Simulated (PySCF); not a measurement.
# C2H2Cl: the cost of one run

Programs: PySCF 2.14.0. All values are calculated, for the isolated system unless a continuum is named. Atoms count from 0, parts from 1.

### Step 1. Starting point

5 atoms, charge -1, multiplicity 1; geometry: GFN2-xTB. Parts: 1 = atoms 0–3, `C#C`, charge 0; 2 = atom 4, `[Cl-]`, charge -1.

### Step 2. Optimising the geometry at PBE0-D3(BJ)/def2-TZVPD

The job: settings as JSON, then the geometry in Å.

```
{"job": {"xc": "PBE0", "basis": "def2-TZVPD", "d3": "d3bj", "grid": 3, "kind": "geom", "shake": 0.01}, "charge": -1, "multiplicity": 1, "parts": [{"atoms": "0-3", "charge": 0, "multiplicity": 1}, {"atoms": "4-4", "charge": -1, "multiplicity": 1}]}
C      0.674626    -0.071973    -0.022582
C     -0.527327     0.042848     0.166680
H      1.668976    -0.131323    -0.207164
H     -1.533636     0.132973     0.338941
Cl    -3.827417     0.304191     0.707893
```

Launch:

```
$ OMP_NUM_THREADS=1 python cluster_run.py task.json out
```

One launch serves the whole session: the jobs run in the order shown.

**Question.** How long does this first job take on 1 thread of Arm Neoverse V2, shared host, and how much memory does it need?

About 20 s, with a peak of 0.55 GiB.
